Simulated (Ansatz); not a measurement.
# HO+ (singlet): from Hartree-Fock to the top rungs at distance O1–H2 = 2.867 Å, aug-cc-pVTZ

One table from this session's results is given with a row withheld; the runs are named, their logs left out.

The runs use Ansatz 0.2.0, Gaussian basis; aug-cc-pVTZ, core rule «outside noble gas», up to 1 orbitals frozen.

The runs, in order: UHF; CCSD(T) on RHF; CCSD(T) on UHF; BCCD(T) on RHF; CISD; CCSDT(Q) on RHF; CCSDT(Q) on UHF; CCSDTQ on RHF; CASSCF and MRCISD+Q, 2 electrons in 2 orbitals; CASSCF and NEVPT2, 2 electrons in 2 orbitals; Full CI; Full CI in the symmetry of the determinant.

2 further runs of the same task are left out: 2 for a known fault of the program.

## What is computed

The geometry derives from a PBE0/def2-TZVP stationary point (not a proven minimum). One bond is set to the value named and the two fragments are kept rigid.

2 atoms, charge 1, spin multiplicity 1.

Atoms are counted from 1 here; the program's logs count them from 0.

No contacts short enough for the rule that draws bonds.

Set-up of the first run:

in.yaml

```yaml
crystal:
  periodic: [false, false, false]
  atoms:
    - {symbol: O, position_ang: [0.000000, 0.000000, 0.000000]}
    - {symbol: H, position_ang: [0.000000, 0.000000, 2.867000]}
basis:
  gaussian: {orbitals: aug-cc-pVTZ}
total_charge: 1
magnetization: {spin_polarized: true, initial_magnetization: 0}
hamiltonian: {xc: hf}
output: {orbitals: {seedname: orbitals}}
```

The run is started by

```sh
$ ansatz run in.yaml --threads 1 --pin off --events-out ev --progress --plain --max-ram 2764MiB --backend cpu
```

Among the steps run: UHF; CCSD(T) on RHF; CCSD(T) on UHF; BCCD(T) on RHF; CISD; CCSDT(Q) on RHF; CCSDT(Q) on UHF; CCSDTQ on RHF; CASSCF and MRCISD+Q, 2 electrons in 2 orbitals; CASSCF and NEVPT2, 2 electrons in 2 orbitals; Full CI; Full CI in the symmetry of the determinant.

One table of the session follows, with a row left open; its other results are not shown here.

```
       method  from FCI (kJ/mol)
          RHF             +588.9
         RMP2             +139.0
         CISD                  ?
        RCCSD              +55.1
     RCCSD(T)              +26.6
      BCCD(T)              +26.2
       RCCSDT               +2.9
    RCCSDT(Q)               -1.9
      RCCSDTQ                0.0
  CASSCF pair             +478.9
  NEVPT2 pair              +47.5
  MRCISD pair              +24.2
MRCISD+Q pair               +3.4
          FCI                  0
```

**Question.** Estimate the row for CISD.

**Answer.** from FCI (kJ/mol): +80.8. In the column «from FCI (kJ/mol)» it lies between RCCSD (+55.1) and RMP2 (+139.0).

To keep in mind: The report flags that the cluster equations may have other roots. Left out of the table: UHF, UMP2, UCCSD, UCCSD(T), UCCSDT, UCCSDT(Q) (another determinant or state than the rows shown). The program flags RCCSDT(Q), RCCSDTQ as in doubt, so those rows may rest on another solution; read them beside their warnings. RCCSDT(Q) falls below full CI, which methods that aren't variational can do.
